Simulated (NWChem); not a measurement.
# UB3LYP/def2-SVP run of C2H3O (SMILES [CH2]C=O)

What is the vertical ionisation energy of C2H3O at UB3LYP/def2-SVP? 

The results are computed with NWChem 7.3.0.

8 further runs of the same task are left out: 2 that didn't finish, 6 set aside as unsound or not needed.

## (1) Starting point

The species is C2H3O (6 atoms), meant as a doublet with charge 0. SMILES: `[CH2]C=O`. The shape is that of a PBE0-D4/def2-TZVP optimisation.

Bond lengths: C1–C2 1.420 Å, C2–O3 1.226 Å, C1–H4 1.083 Å, C1–H5 1.083 Å, C2–H6 1.106 Å. Angles: C1–C2–O3 123.0°, C1–C2–H6 116.8°, O3–C2–H6 120.2°, C2–C1–H4 119.2°, C2–C1–H5 121.2°, H4–C1–H5 119.6°.

## (2) A single-point energy at UB3LYP/def2-SVP

File c2h3o.xyz:

```xyz
6
C2H3O energy
C     -0.483100     0.229300    -0.482100
C      0.492600    -0.230000     0.442100
O      0.261700    -1.089200     1.286000
H     -1.481200    -0.191000    -0.450100
H     -0.245800     0.990500    -1.215600
H      1.497900     0.226500     0.373600
```

File c2h3o.nw:

```
start c2h3o
title "C2H3O energy"
memory stack 880 mb heap 220 mb global 1100 mb

geometry units angstrom noautosym nocenter noautoz
 load c2h3o.xyz
end

basis spherical bse
 * library def2-SVP
end

dft
 xc b3lyp
 mult 2
 grid fine
 convergence energy 1e-08
 iterations 100
 mulliken
 print low
end

task dft energy
```

On the command line:

```
$ nwchem c2h3o.nw > c2h3o.out
```

What it wrote, cut to the lines that bear on the results:

```text
[...]
 d= 0,ls=0.0,diis     1   -152.9507135352 -2.17D+02  2.18D-02  1.84D-01     0.9
[...]
 d= 0,ls=0.0,diis    13   -153.0578369796 -1.44D-09  2.96D-07  3.38D-10     8.6
[...]
         Total DFT energy =     -153.057836979568
      One electron energy =     -333.534341807509
           Coulomb energy =      137.150518319181
    Exchange-Corr. energy =      -20.493213351444
 Nuclear repulsion energy =       63.819199860204
[...]
      Total Density - Mulliken Population Analysis
     ---------------------------------------------
    Atom       Charge   Shell Charges
 -----------   ------   -------------------------------------------------------
    1 C    6     5.99   1.99  0.94  0.24  2.02  0.78  0.02
    2 C    6     5.89   1.99  0.94  0.21  2.03  0.64  0.09
    3 O    8     8.20   1.99  1.11  0.67  2.81  1.60  0.02
    4 H    1     0.95   0.74  0.19  0.02
    5 H    1     0.96   0.74  0.19  0.02
    6 H    1     1.01   0.76  0.23  0.02
[...]
      <S2> =      0.7684 (Exact =     0.7500)
[...]
```

Run time: 9.3 s. Hardware: 1 thread of Intel Xeon 6975P-C (Granite Rapids), shared host; peak memory 0.11 GiB.

## (3) The singlet cation at the same level

File c2h3o.nw:

```
start c2h3o
title "C2H3O energy"
memory 2200 mb
charge 1

geometry noautosym nocenter noautoz
  C       -0.483100       0.229300      -0.482100
  C        0.492600      -0.230000       0.442100
  O        0.261700      -1.089200       1.286000
  H       -1.481200      -0.191000      -0.450100
  H       -0.245800       0.990500      -1.215600
  H        1.497900       0.226500       0.373600
end

basis spherical bse
  * library def2-SVP
end

dft
  xc b3lyp
  grid fine
  convergence energy 1e-08
  iterations 100
  mulliken
  noprint "final vectors analysis"
end

task dft
```

On the command line:

```
$ nwchem c2h3o.nw > c2h3o.out
```

What it wrote, cut to the lines that bear on the results:

```text
[...]
          Wavefunction type:  closed shell.
          No. of atoms     :     6
          No. of electrons :    22
[...]
          Charge           :     1
          Spin multiplicity:     1
[...]
          AO basis - number of functions:    57
[...]
              XC Information
              --------------
                         B3LYP Method XC Potential
                     Hartree-Fock (Exact) Exchange  0.200
                        Slater Exchange Functional  0.800 local
                    Becke 1988 Exchange Functional  0.720 non-local
              Lee-Yang-Parr Correlation Functional  0.810
                  VWN I RPA Correlation Functional  0.190 local
[...]
 d= 0,ls=0.0,diis     1   -152.4146377679 -2.16D+02  4.93D-02  2.17D+00     0.6
[...]
 d= 0,ls=0.0,diis    11   -152.6747187728 -3.87D-09  8.64D-07  4.85D-09     4.4
         Total DFT energy =     -152.674718772786
      One electron energy =     -326.395958510681
           Coulomb energy =      130.034110841916
    Exchange-Corr. energy =      -20.132070964224
 Nuclear repulsion energy =       63.819199860204
[...]
      Total Density - Mulliken Population Analysis
     ---------------------------------------------
    Atom       Charge   Shell Charges
 -----------   ------   -------------------------------------------------------
    1 C    6     5.67   1.99  1.04  0.24  1.86  0.52  0.02
    2 C    6     5.87   1.99  0.95  0.22  2.05  0.57  0.08
    3 O    8     7.97   1.99  1.15  0.67  2.74  1.39  0.02
    4 H    1     0.81   0.70  0.08  0.02
    5 H    1     0.81   0.71  0.08  0.02
    6 H    1     0.87   0.73  0.13  0.02
[...]
```

It took 5.1 s on 1 thread of Intel Xeon 6975P-C (Granite Rapids), shared host; peak memory 0.11 GiB.

## (4) Results

Level: UB3LYP/def2-SVP.

```
                                          quantity          value
                       doublet C2H3O: total energy  -153.05784 Eh
                               doublet C2H3O: ⟨S²⟩          0.768
                      singlet cation: total energy  -152.67472 Eh
vertical ionisation energy (to the singlet cation)      10.425 eV
```

**Reading.** Removing an electron at fixed nuclei costs 10.43 eV (1006 kJ/mol). Only the singlet of the ionised species was computed; a triplet could lie lower.
